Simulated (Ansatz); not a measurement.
Input for Ansatz (development build ahead of 0.2.0):

```yaml
crystal:
  periodic: [false, false, false]
  atoms:
    - { symbol: F, position_ang: [0.0, 0.0, 0.0] }
    - { symbol: H, position_ang: [0.0, 0.917, 0.0] }
    - { symbol: H, position_ang: [0.0, 0.371, 7.0] }
    - { symbol: H, position_ang: [0.0, -0.371, 7.0] }
basis:
  gaussian: { orbitals: cc-pVDZ }
total_charge: 1
magnetization:
  spin_polarized: true
  initial_magnetization: 1
hamiltonian:
  xc: hf
correlation:
  method: ccsd_t
  frozen_orbitals: { F: 1, H: 0 }
```

The input is written out in the form of the current development build from the run's settings.

Output:

- Converged: yes
- Reference energy: -100.62782 hartree
- CCSD correlation energy: -0.19505 hartree
- Triples correction: -0.00152 hartree
- Total energy: -100.82440 hartree
- Spin squared of the determinant: 0.753
